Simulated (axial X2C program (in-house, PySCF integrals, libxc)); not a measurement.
# PN⁻: a run with one poor setting

Calculated with an axial X2C code built on PySCF integrals. Two-component (2c) means X2C with spin–orbit coupling and atomic mean-field two-electron Coulomb and Gaunt terms. Basis: P dyall-av3z [9s8p3d2f], N dyall-av3z [7s7p3d2f] (cores contracted in-house); Gaussian nuclei, density fitting, unrestricted open shells. Masses: P 30.974 u, N 14.003 u.

One setting of this run was spoiled on purpose, so its numbers are not properties of PN⁻. Level: PBE0, 2c; state Ω = 1/2 (⟨Sz⟩ = -0.50, ⟨Lz⟩ = 1.00 at PBE0).

| R (Å) | E − E(lowest point) (eV) | SCF iterations |
| --- | --- | --- |
| 1.341 | not converged | 10 |
| 1.403 | not converged | 10 |
| 1.450 | not converged | 10 |
| 1.496 | not converged | 10 |
| 1.542 | not converged | 10 |
| 1.596 | not converged | 10 |
| 1.650 | not converged | 10 |
| 1.719 | not converged | 10 |
| 1.804 | not converged | 10 |
| 1.927 | not converged | 10 |

Output at the reference distance (the second, level-shifted attempt; the first did not converge):

```
two-component X2C + atomic mean field  PBE0
basis functions 119  fitting functions 622  grid points 4351
iter        total energy     max residual
   1       -396.723462614     2.59e-05
   2       -396.723462627     1.92e-05
   3       -396.723462632     1.36e-05
   4       -396.723462634     1.10e-05
   5       -396.723462637     9.79e-06
NOT converged
one-electron -624.32471518  Coulomb 221.75392048  exact exchange -7.34223735  xc functional -22.79364422  nuclear repulsion 36.03346767  atomic mean-field constant -0.05025404
```

Problem. Which setting was spoiled?
A. virtual space cut too low
B. density fitting set too sparse
C. an excited determinant was followed
D. too few iterations allowed
E. integration grid too coarse

Solution. D. Too few iterations allowed: 5 iterations an attempt, two attempts.
